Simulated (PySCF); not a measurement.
Si(H)3(Me) (CH6Si), SMILES C[SiH3]. Heavy atoms are numbered as in [SiH3:1][CH3:2]. Hydrogens are named by the atom that carries them.

Coordinates come from a B3LYP-D3(BJ)/def2-TZVP optimisation. The isomer is the one that the SMILES or the coordinates give; other isomers of the formula were not compared.

These are PBE/def2-TZVPD (PySCF) values and carry that method's errors.

Mulliken values depend strongly on the basis, most of all with diffuse functions as here. ESP charges are fitted to the potential on shells at 1.4 to 2.0 van der Waals radii. Atomic charges (e), one atom of each kind:

```json
[
 {"atom": "Si1 (SiH3)", "ESP fit": "0.43", "IAO": "0.58", "Mulliken": "0.05"},
 {"atom": "C2 (CH3)", "ESP fit": "-0.51", "IAO": "-0.73", "Mulliken": "-0.59"},
 {"atom": "H on Si1", "ESP fit": "-0.11", "IAO": "-0.11", "Mulliken": "-0.02"},
 {"atom": "H on C2", "ESP fit": "0.14", "IAO": "0.16", "Mulliken": "0.20"}
]
```
